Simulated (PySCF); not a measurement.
**Stretching CO**

Set-up: basis C aug-pcseg-1, O aug-pcseg-1; no relativity; PySCF 2.14. Energies in eV from C + O in their ground configurations at the same level. State: ¹Σ⁺ (singlet), closed shell.

All columns are CAM-B3LYP. A positive dipole means C(−)O(+).

| R (Å) | E (eV) | μ (D) | Mulliken charge on C (basis-dependent) | HOMO (eV) | LUMO (eV) | Mayer bond order | ⟨S²⟩ |
| --- | --- | --- | --- | --- | --- | --- | --- |
| 0.974 | -8.798 | 0.63 | 0.22 | -11.90 | 1.18 | 2.40 | 0.00 |
| 1.019 | -10.041 | 0.47 | 0.28 | -12.05 | 1.03 | 2.32 | 0.00 |
| 1.064 | -10.733 | 0.31 | 0.33 | -12.20 | 0.78 | 2.24 | 0.00 |
| 1.098 | -10.976 | 0.18 | 0.36 | -12.30 | 0.55 | 2.19 | 0.00 |
| 1.132 | -11.038 | 0.06 | 0.39 | -12.39 | 0.28 | 2.14 | 0.00 |
| 1.166 | -10.954 | -0.07 | 0.42 | -12.48 | 0.00 | 2.10 | 0.00 |
| 1.211 | -10.673 | -0.25 | 0.45 | -12.57 | -0.38 | 2.06 | 0.00 |
| 1.268 | -10.124 | -0.47 | 0.49 | -12.66 | -0.85 | 2.02 | 0.00 |
| 1.336 | -9.283 | -0.74 | 0.52 | -12.72 | -1.37 | 1.99 | 0.00 |
| 1.426 | -8.012 | -1.09 | 0.54 | -12.72 | -1.98 | 1.98 | 0.00 |

A fit through these points gives, at Re = 1.128 Å, μ = 0.07 D and dμ/dR = -3.80 D/Å; the reduced mass is 6.856 u.

**Question.** How strong is the fundamental in the double-harmonic approximation, I = 42.26·(dμ/dR)²/μred km/mol?

**Answer.** I = 42.26·(-3.80)²/6.856 = 89.0 km/mol at CAM-B3LYP.
